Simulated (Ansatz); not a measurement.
`N#CCF` + H₂O → `N#CO` + `CF` at 700 K and 1 bar (formal hydrolysis of a C–C bond).

Calculated with Ansatz (gas phase, PBE0-D4/def2-TZVP geometries, no zero-point term in ΔE). CCSD(T)/CBS is the MP2 limit (def2-TZVPP, def2-QZVPP) plus CCSD(T) − MP2 in def2-TZVPP, frozen cores. This one scheme is used for every species. Each species was taken in one conformer, which may not be the lowest.

```
species  CCSD(T)/CBS energy (Eh)  H − E (kJ/mol)  S (J/(mol·K))
`N#CCF`               -231.76125           144.9          336.6
    H₂O                -76.37941            80.5          218.4
 `N#CO`               -168.48100            90.2          286.3
   `CF`               -139.63461           133.6          263.9
```

H − E and S are ideal-gas, rigid-rotor, harmonic terms from PBE0-D4/def2-TZVP, for one conformer and one mirror image of each species. 1 Eh = 2625.50 kJ/mol, R = 8.31446 J/(mol·K).

Q: By hand: ΔE, ΔH, ΔS and ΔG.

A: ΔE = (-168.48100) + (-139.63461) − (-231.76125) − (-76.37941) = 0.02505 Eh = 65.8 kJ/mol. Δ(H − E) = 90.2 + 133.6 − 144.9 − 80.5 = -1.6, so ΔH = 64.2 kJ/mol. ΔS = 286.3 + 263.9 − 336.6 − 218.4 = -4.8 J/(mol·K). ΔG = 64.2 − 700 × (-4.8)/1000 = 67.6 kJ/mol.

Q: By hand: the equilibrium constant, and the temperature at which ΔG would vanish if ΔH and ΔS stayed fixed.

A: log₁₀ K = −ΔG/(RT ln 10) = -5.0. ΔH and −TΔS have one sign here, so there is no such temperature. One of them is within its doubt of zero, so this could turn.

The number of gas molecules stays the same, so ΔS is small and ΔH decides. A doubt of 5 kJ/mol in ΔE shifts log₁₀ K by 0.4 here. Other conformers and mirror images would add mixing entropy, several J/(mol·K) or more a flexible species. These are equilibria of isolated gas molecules and say nothing of rates. Largest T1 diagnostic: 0.014 (customary marks: 0.02 for closed shells, 0.045 for open ones).
